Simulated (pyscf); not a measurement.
`[CH3][CH3]` + `[SnH3]` [doublet] -> `[CH3][SnH3]` + `[CH3]` [doublet], a substitution at C (doublet surface; C–C broken, C–Sn formed). PySCF, gas phase, ωB97X-D3(BJ)/def2-SVP geometries. Energies in kJ/mol from the separated reactants.

Small-basis levels: PySCF, no dispersion term, spherical d functions. AM1 to PM7: differences of heats of formation from MOPAC, which are fitted to 298 K values and so differ in kind from electronic energies by zero-point and thermal terms. GFN2-xTB: tblite. Open shells are spin-unrestricted. 

```tsv
level	barrier	reaction energy
HF/6-31G*+LANL2DZ	258.9	+85.7
SVWN5/6-31G*+LANL2DZ	181.1	+147.5
PBE/6-31G*+LANL2DZ	(withheld)	+122.2
B3LYP/6-311+G**+LANL2DZ	206.1	+98.2
B3LYP/def2-SVP	216.3	+121.6
GFN2-xTB	232.9	+201.7
AM1	158.1	+102.6
PM6	182.4	+67.8
PM7	226.1	+85.2
ωB97M-D3(BJ)/def2-TZVP	(withheld)	+110.3
```

**Question.** Some entries are withheld; supply them.

**Answer.** 
- PBE/6-31G*+LANL2DZ, barrier: 191.4
- ωB97M-D3(BJ)/def2-TZVP, barrier: 219.3

Against the last row the barrier runs from -61.2 (AM1) to +39.6 kJ/mol (HF/6-31G*+LANL2DZ). ωB97M-D3(BJ)/def2-TZVP has limits of its own. This is the saddle that the search found; another between the same sides may lie lower. The angle at the attacked C is 180°. In the def2 sets elements past Kr carry core potentials, without spin-orbit coupling.
